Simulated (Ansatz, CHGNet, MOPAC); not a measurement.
## CsCl-type TlCl, equilibrium lattice constant a

Reference value: 3.842 Å (measured, temperature not stated, not corrected to a static lattice; as tabulated in Wikipedia's data pages).

```csv
level (code),value (Å),difference (%)
PM7 semi-empirical Hartree-Fock (MOPAC) (MOPAC),3.401,-11.5
CHGNet 0.3.0 (CHGNet),3.889,+1.22
LDA (Ansatz),3.694,-3.85
PBE (Ansatz),3.900,+1.51
HSE06 (Ansatz),3.883,+1.07
```

The reference's temperature isn't stated, so close values are not ranked against it. Off by more than 1.25 % (a bound picked here): PM7 semi-empirical Hartree-Fock (MOPAC) (-11.5 %), LDA (-3.85 %), PBE (+1.51 %).

The measured value isn't corrected to a static lattice, so vibrations enter the comparison. A static lattice is as a rule a little smaller than the measured one.  Density-functional levels without +SOC have no spin–orbit coupling. PM7 semi-empirical Hartree-Fock (MOPAC): the cell moved over 20 % in volume from its start. PM7 semi-empirical Hartree-Fock (MOPAC): the method was fitted mainly to molecules. PM7 semi-empirical Hartree-Fock (MOPAC): the run uses a supercell at the zone centre in place of a k mesh. Cutoffs and k meshes differ between the levels. Ansatz's density-functional and Hartree–Fock values are scalar-relativistic unless marked +SOC, with PAW data made under PBE.

Machine-learned potentials (CHGNet 0.3.0) are trained on DFT data, which may include these solids.

Differences are worked out from the printed values.

Ansatz is a quantum-chemistry and plane-wave program.
